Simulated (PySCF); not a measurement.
## Potential energy of MgH⁺ along the bond

Set-up: PySCF, no relativity, basis sets Mg def2-SVP, H def2-SVP. Energies in eV from Mg⁺ + H in their ground configurations at the same level. State: ¹Σ⁺ (singlet), closed shell.

```csv
R (Å),PBE,PBE0,CAM-B3LYP,r²SCAN
1.430,-1.590,-1.512,-1.701,-1.549
1.497,-1.792,-1.709,-1.887,-1.748
1.563,-1.914,-1.824,-1.992,-1.864
1.613,-1.963,-1.868,-2.028,-1.907
1.663,-1.982,-1.881,-2.034,-1.920
1.713,-1.977,-1.869,-2.014,-1.908
1.779,-1.939,-1.822,-1.957,-1.860
1.863,-1.854,-1.722,-1.846,-1.760
1.962,-1.712,-1.562,-1.673,-1.599
2.095,-1.482,-1.306,-1.397,-1.343
```

Problem. Put a parabola through the three lowest points of the PBE curve and estimate Re, k and ωe (reduced mass 0.9672 u; 1 eV/Å² = 0.16022 mdyn/Å; ωe = 1302.8·√(k/μ) cm⁻¹).

Solution. Through R = 1.613, 1.663, 1.713 Å the second-order coefficient is 4.80 eV/Å², so Re ≈ 1.678 Å, k ≈ 1.54 mdyn/Å and ωe ≈ 1643 cm⁻¹. A polynomial fit of higher order to the unrounded PBE energies gives Re = 1.676 Å, k = 1.50 mdyn/Å, ωe = 1621 cm⁻¹; anharmonicity and rounding make the difference.

The higher-order fit for each curve: PBE: Re = 1.676 Å, ωe = 1621 cm⁻¹, De = 1.98 eV; PBE0: Re = 1.663 Å, ωe = 1684 cm⁻¹, De = 1.88 eV; CAM-B3LYP: Re = 1.648 Å, ωe = 1723 cm⁻¹, De = 2.03 eV; r²SCAN: Re = 1.662 Å, ωe = 1691 cm⁻¹, De = 1.92 eV.

For an ion De counts to the pair picked by the measured ionisation energies or electron affinities, which need not be the lowest pair at this level.
